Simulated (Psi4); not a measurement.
# CF4 (tetrafluoromethane) at 3 levels

Wanted: a comparison of 3 runs (PBE/aug-cc-pVDZ, TPSS/aug-cc-pVDZ, revPBE/aug-cc-pVDZ) of CF4 (tetrafluoromethane). 

The results are computed with Psi4 1.11.

5 further runs of the same task are left out: 4 that didn't finish, 1 set aside as unsound or not needed.

## 1. The molecule

CF4: 5 atoms, total charge 0, spin state singlet. As SMILES, `FC(F)(F)F`. The C2–F4 distance was set to 1.713 Å, away from the relaxed value.

Bond lengths: F1–C2 1.318 Å, C2–F3 1.318 Å, C2–F5 1.318 Å. Angles: F1–C2–F3 109.5°, F1–C2–F5 109.5°, F3–C2–F5 109.5°. A long bond or contact: C2–F4 1.713 Å.

## 2. Energy and gradient at PBE/aug-cc-pVDZ (run 1)

job.inp

```
memory 1600 MB

molecule geom {
  0 1
  F
  C 1 1.317944
  F 2 1.317977 1 109.46999
  F 2 1.7134 1 109.46897 3 119.99482
  F 2 1.317957 1 109.47675 3 -120.00519
  symmetry c1
}

set basis aug-cc-pVDZ
set puream true
set e_convergence 1e-09
set d_convergence 1e-08
set scf_type pk
set dft_radial_points 99
set dft_spherical_points 590

E, wfn = gradient("pbe", return_wfn=True)
oeprop(wfn, "QUADRUPOLE", "DIPOLE", "WIBERG_LOWDIN_INDICES", title="PBE")
```

Started as:

```console
$ psi4 -i job.inp -o job.out -n 1
```

job.out:

```text
[...]
  Running in c1 symmetry.
[...]
  Nuclear repulsion =  193.204258068786714
[...]
  Multiplicity = 1
[...]
  Nalpha       = 21
  Nbeta        = 21
[...]
    Number of basis functions: 115
[...]
   @RKS iter   1:  -437.00123319010532   -2.36137e-01   4.71727e-03 ADIIS/DIIS
[...]
   @RKS iter  11:  -437.09447045854125   -4.83169e-12   3.61661e-09 DIIS
[...]
    Orbital Energies [Eh]
    ---------------------
    Doubly Occupied:
       1A    -24.383656     2A    -24.383648     3A    -24.383635
       4A    -24.293218     5A    -10.247994     6A     -1.290959
       7A     -1.200213     8A     -1.200194     9A     -1.054823
      10A     -0.692325    11A     -0.602124    12A     -0.602116
      13A     -0.562649    14A     -0.466894    15A     -0.466890
      16A     -0.432539    17A     -0.432529    18A     -0.406819
      19A     -0.403462    20A     -0.340851    21A     -0.340851
[...]
  @RKS Final Energy:  -437.09447045854125
   => Energetics <=
    Nuclear Repulsion Energy =            193.2042580687867144
    One-Electron Energy =                -990.9499618026314920
    Two-Electron Energy =                 407.3023005818237152
    DFT Exchange-Correlation Energy =     -46.6510673065202397
    Empirical Dispersion Energy =           0.0000000000000000
    VV10 Nonlocal Energy =                  0.0000000000000000
    Total Energy =                       -437.0944704585412524
[...]
  -Total Gradient:
     Atom            X                  Y                   Z
    ------   -----------------  -----------------  -----------------
       1       -0.015397596011    -0.008906807813     0.003597793001
       2       -0.035314476987    -0.020358209243    -0.014422534904
       3       -0.015404477779     0.000414921621    -0.009603501235
       4        0.073467907469     0.042406025374     0.029986775971
       5       -0.007333633345    -0.013568955486    -0.009586010096
[...]
 Multipole Moments:
 ------------------------------------------------------------------------------------
     Multipole            Electronic (a.u.)      Nuclear  (a.u.)        Total (a.u.)
 ------------------------------------------------------------------------------------
 L = 1.  Multiply by 2.5417464519 to convert [e a0] to [Debye]
 Dipole X            :         -0.5184100           -0.0415616           -0.5599716
 Dipole Y            :         -0.2991764           -0.0239732           -0.3231495
 Dipole Z            :         -0.2116289           -0.0169641           -0.2285929
 Magnitude           :                                                    0.6857467
 L = 2.  Multiply by 1.3450342976 to convert [e a0^2] to [Debye ang]
 Quadrupole XX       :       -119.5028953           99.4032844          -20.0996108
 Quadrupole XY       :        -15.1242927           14.4107615           -0.7135312
[...]
```

Wall time 21 s (1 thread of Intel Xeon 6975P-C (Granite Rapids), shared host); peak memory 0.67 GiB.

## 3. Energy and gradient at TPSS/aug-cc-pVDZ (run 2)

cf4.xyz

```xyz
5
CF4
F     -0.707905     0.256682     1.276860
C      0.152195     0.216682     0.279060
F      1.299695    -0.269918     0.707460
F     -0.464000    -0.786000    -0.966200
F      0.338795     1.434382    -0.189340
```

job.py

```python
import psi4

psi4.set_memory('1600 MB')
psi4.set_num_threads(1)
psi4.set_output_file('psi4.out', False)

with open('cf4.xyz') as f:
    atoms = ''.join(f.readlines()[2:])
geom = psi4.geometry('0 1\n' + atoms + 'symmetry c1\nno_reorient\nno_com')

options = {'basis': 'aug-cc-pVDZ', 'reference': 'rks', 'puream': True, 'e_convergence': 1e-09, 'd_convergence': 1e-08, 'scf_type': 'pk', 'dft_radial_points': 99, 'dft_spherical_points': 590}
psi4.set_options(options)

E, wfn = psi4.gradient("tpss", return_wfn=True)
psi4.oeprop(wfn, "WIBERG_LOWDIN_INDICES", "DIPOLE", "QUADRUPOLE", title="TPSS")
print('gradient / Eh bohr^-1')
print(E.np.round(6))
print(f'energy = {wfn.energy():.10f} Eh')
```

Started as:

```console
$ python job.py
```

psi4.out, shortened:

```text
[...]
  Running in c1 symmetry.
[...]
  Nuclear repulsion =  193.204252064749426
[...]
  Multiplicity = 1
[...]
  Nalpha       = 21
  Nbeta        = 21
[...]
    Number of basis functions: 115
[...]
   @RKS iter   1:  -437.43514730468200   -2.53294e-01   4.95066e-03 ADIIS/DIIS
[...]
   @RKS iter  11:  -437.53764380292074   -4.03588e-12   2.73372e-09 DIIS
[...]
  @RKS Final Energy:  -437.53764380292074
   => Energetics <=
    Nuclear Repulsion Energy =            193.2042520647494257
    One-Electron Energy =                -991.1646195679924176
    Two-Electron Energy =                 407.5598195058213378
    DFT Exchange-Correlation Energy =     -47.1370958054990936
    Empirical Dispersion Energy =           0.0000000000000000
    VV10 Nonlocal Energy =                  0.0000000000000000
    Total Energy =                       -437.5376438029207407
[...]
  -Total Gradient:
     Atom            X                  Y                   Z
    ------   -----------------  -----------------  -----------------
       1        0.012578082723     0.010519273024     0.006561310000
       2        0.016073203069     0.026202315706     0.032518511923
       3       -0.001270668847     0.014161195422     0.010507946350
       4       -0.032773356116    -0.053330640996    -0.066229134282
       5        0.005371010790     0.002411627105     0.016672501447
[...]
 Multipole Moments:
 ------------------------------------------------------------------------------------
     Multipole            Electronic (a.u.)      Nuclear  (a.u.)        Total (a.u.)
 ------------------------------------------------------------------------------------
 L = 1.  Multiply by 2.5417464519 to convert [e a0] to [Debye]
 Dipole X            :         -9.4171397            9.6611020            0.2439623
 Dipole Y            :        -12.8619474           13.2590857            0.3971383
 Dipole Z            :        -16.7664439           17.2595868            0.4931429
 Magnitude           :                                                    0.6785473
 L = 2.  Multiply by 1.3450342976 to convert [e a0^2] to [Debye ang]
 Quadrupole XX       :       -100.4029591           81.5013828          -18.9015763
 Quadrupole XY       :        -11.1510713           10.9317388           -0.2193326
[...]
```

On the terminal:

```text
gradient / Eh bohr^-1
[[ 0.012578  0.010519  0.006561]
 [ 0.016073  0.026202  0.032519]
 [-0.001271  0.014161  0.010508]
 [-0.032773 -0.053331 -0.066229]
 [ 0.005371  0.002412  0.016673]]
energy = -437.5376438029 Eh
```

Wall time 34 s (1 thread of Intel Xeon 6975P-C (Granite Rapids), shared host); peak memory 0.68 GiB.

## 4. Energy and gradient at revPBE/aug-cc-pVDZ (run 3)

cf4.json

```json
{
  "schema_name": "qcschema_input",
  "schema_version": 1,
  "molecule": {
    "schema_name": "qcschema_molecule",
    "schema_version": 2,
    "symbols": ["F", "C", "F", "F", "F"],
    "geometry": [-1.33774657, 0.48505868, 2.4129157, 0.28760687, 0.40946964, 0.52734697, 2.4560676, -0.5100711, 1.33690564, -0.87683292, -1.48532473, -1.82585338, 0.64022976, 2.71058914, -0.35780074],
    "molecular_charge": 0,
    "molecular_multiplicity": 1,
    "fix_symmetry": "c1",
    "fix_com": true,
    "fix_orientation": true
  },
  "driver": "gradient",
  "model": {
    "method": "revpbe",
    "basis": "aug-cc-pVDZ"
  },
  "keywords": {
    "puream": true,
    "e_convergence": 1e-09,
    "d_convergence": 1e-08,
    "scf_type": "pk",
    "dft_radial_points": 99,
    "dft_spherical_points": 590,
    "scf_properties": ["DIPOLE", "QUADRUPOLE", "MAYER_INDICES"]
  }
}
```

Started as:

```console
$ psi4 --qcschema cf4.json -n 1 --memory 1600MB
```

stdout, shortened:

```text
[...]
  Running in c1 symmetry.
[...]
  Nuclear repulsion =  193.204252162898598
[...]
  Multiplicity = 1
[...]
  Nalpha       = 21
  Nbeta        = 21
[...]
    Number of basis functions: 115
[...]
   @RKS iter   1:  -437.27140545511440   -2.42871e-01   4.73396e-03 ADIIS/DIIS
[...]
   @RKS iter  11:  -437.36565118064385   -4.77485e-12   3.42475e-09 DIIS
[...]
  @RKS Final Energy:  -437.36565118064385
   => Energetics <=
    Nuclear Repulsion Energy =            193.2042521628985980
    One-Electron Energy =                -990.9952629382273699
    Two-Electron Energy =                 407.3577384376399664
    DFT Exchange-Correlation Energy =     -46.9323788429550177
    Empirical Dispersion Energy =           0.0000000000000000
    VV10 Nonlocal Energy =                  0.0000000000000000
    Total Energy =                       -437.3656511806438516
[...]
 Multipole Moments:
 ------------------------------------------------------------------------------------
     Multipole            Electronic (a.u.)      Nuclear  (a.u.)        Total (a.u.)
 ------------------------------------------------------------------------------------
 L = 1.  Multiply by 2.5417464519 to convert [e a0] to [Debye]
 Dipole X            :         -9.4137670            9.6611021            0.2473351
 Dipole Y            :        -12.8564668           13.2590858            0.4026189
 Dipole Z            :        -16.7596319           17.2595868            0.4999549
 Magnitude           :                                                    0.6879183
 L = 2.  Multiply by 1.3450342976 to convert [e a0^2] to [Debye ang]
 Quadrupole XX       :       -100.4797607           81.5013828          -18.9783780
 Quadrupole XY       :        -11.1540437           10.9317386           -0.2223051
[...]
  -Total Gradient:
     Atom            X                  Y                   Z
    ------   -----------------  -----------------  -----------------
       1        0.017160950467     0.010678384578     0.001946263406
       2        0.016058652297     0.026178720122     0.032489993529
       3       -0.006863439845     0.016985415934     0.008773842687
       4       -0.031012304197    -0.050465298493    -0.062671258923
       5        0.004643174350    -0.003400324610     0.019485691205
[...]
```

The result, in JSON:

```text
{
 "driver": "gradient",
 "model": {
  "method": "revpbe",
  "basis": "aug-cc-pVDZ"
 },
 "success": true,
 "return_result": [0.017160950467167535, 0.010678384577756106, 0.0019462634058289296, 0.016058652296748063, 0.02617872012173411, 0.03248999352924428, -0.006863439844713437, 0.0169854159337203, 0.008773842687400002, -0.031012304197290202, -0.05046529849318901, -0.0626712589233577, 0.004643174350425987, -0.0034003246097342177, 0.01948569120464734],
 "properties": {
  "calcinfo_nbasis": 115,
  "calcinfo_nmo": 115,
  "calcinfo_nalpha": 21,
  "calcinfo_nbeta": 21,
  "calcinfo_natom": 5,
  "nuclear_repulsion_energy": 193.2042521628986,
  "return_energy": -437.36565118064385,
  "return_gradient": [0.017160950467167535, 0.010678384577756106, 0.0019462634058289296, 0.016058652296748063, 0.02617872012173411, 0.03248999352924428, -0.006863439844713437, 0.0169854159337203, 0.008773842687400002, -0.031012304197290202, -0.05046529849318901, -0.0626712589233577, 0.004643174350425987, -0.0034003246097342177, 0.01948569120464734],
  "scf_one_electron_energy": -990.9952629382274,
  "scf_two_electron_energy": 407.35773843763997,
  "scf_xc_energy": -46.93237884295502,
  "scf_dipole_moment": [0.24733506765493196, 0.4026189412119354, 0.49995492867279623],
  "scf_total_energy": -437.36565118064385,
  "scf_total_gradient": [0.017160950467167535, 0.010678384577756106, 0.0019462634058289296, 0.016058652296748063, 0.02617872012173411, 0.03248999352924428, -0.006863439844713437, 0.0169854159337203, 0.008773842687400002, -0.031012304197290202, -0.05046529849318901, -0.0626712589233577, 0.004643174350425987, -0.0034003246097342177, 0.01948569120464734],
  "scf_iterations": 11
 }
}
```

Run time: 21 s. Hardware: 1 thread of Intel Xeon 6975P-C (Granite Rapids), shared host; peak memory 0.67 GiB.

## 5. Overview of the runs

```
run               level  energy (Eh)  dipole moment (D)  HOMO energy (eV)  LUMO energy (eV)  wall time
  1     PBE/aug-cc-pVDZ  -437.094470               1.74             -9.28             -3.16       21 s
  2    TPSS/aug-cc-pVDZ  -437.537644               1.72             -9.42             -3.01       34 s
  3  revPBE/aug-cc-pVDZ  -437.365651               1.75             -9.19             -3.05       21 s
```

## 6. Results

| quantity | value |
| --- | --- |
| run 3: total energy | -437.36565 Eh |
| run 3: dipole moment | 1.75 D |
| run 3: HOMO energy | -9.19 eV |
| run 3: LUMO energy | -3.05 eV |
| run 3: HOMO–LUMO gap | 6.14 eV |
| run 3: largest force on an atom | 4.434 eV/Å |

In words: The dipole moment (its size) runs from 1.72 D (TPSS/aug-cc-pVDZ) to 1.75 D (revPBE/aug-cc-pVDZ). The HOMO–LUMO gap runs from 6.12 eV (PBE/aug-cc-pVDZ) to 6.40 eV (TPSS/aug-cc-pVDZ). Totals of different functionals can't be ranked against each other. All runs together took 76 s, the longest 34 s.
